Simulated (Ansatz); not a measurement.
**[H···H···OH], doublet: transfer scan**

Starting geometry:

```xyz
4

H    -1.7980    0.0498    0.0000
H    -1.0530    0.0498    0.0000
O     0.1540    0.0498    0.0000
H     0.4059   -0.8901    0.0000
```

From there H2 is moved from one fragment to the other while all else, the fragments' distance too, stays fixed; atoms are numbered as listed. Energies are in eV, counted from the starting geometry at the same level. Kohn–Sham curves are unrestricted where that lies lower.

Basis cc-pVTZ; Ansatz 0.2.0. Only valence electrons are correlated (noble-gas cores frozen). R marks a restricted (for open shells ROHF) determinant, U an unrestricted one.

Full CI isn't at hand for all of this; UCCSDT(Q) serves as the reference, and is uncertain by about the last step of the cluster series.

| distance H1-H2 (Å) | UCCSDT(Q) | PBE | r2SCAN | B97M-V | PBE0 | B3LYP | wB97M-V | B2PLYP | RPA-PBE |
| --- | --- | --- | --- | --- | --- | --- | --- | --- | --- |
| 0.745 | 0.000 | 0.000 | 0.000 | 0.000 | 0.000 | 0.000 | 0.000 | 0.000 | 0.000 |
| 0.776 | -0.074 | -0.090 | -0.081 | -0.069 | -0.081 | -0.071 | -0.070 | -0.077 | -0.069 |
| 0.838 | -0.211 | -0.226 | -0.212 | -0.179 | -0.214 | -0.183 | -0.189 | -0.212 | -0.180 |
| 0.900 | -0.339 | -0.314 | -0.310 | -0.258 | -0.320 | -0.264 | -0.287 | -0.326 | -0.266 |
| 0.962 | -0.425 | -0.334 | -0.350 | -0.282 | -0.375 | -0.294 | -0.341 | -0.391 | -0.307 |
